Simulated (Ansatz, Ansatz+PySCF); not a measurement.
```
atom    x (Å)    y (Å)   z (Å)
   H   0.0077   0.4188  0.3520
   O   0.0069   0.6564  1.2760
   O  -0.0083  -0.5155  1.9546
```

Basis set: cc-pVTZ (spherical functions). Correlated methods keep 2 orbitals frozen. Correlation on ROHF uses semicanonical orbitals with singles. Charge 0, multiplicity 2.

Computed with Ansatz (development build ahead of 0.2.0); each method stands on the lowest determinant of its kind that the runs found.

(1) Give the atomization energy at this shape (free ground-state atoms in the same class of orbitals less the molecule, no zero-point energy) of doublet HO₂ by ROHF-CCSD(T), ROHF-MP2.

## Answers

(1)

| method | atomization energy |
| --- | --- |
| ROHF-CCSD(T) | 165.96 kcal/mol |
| ROHF-MP2 | 168.47 kcal/mol |
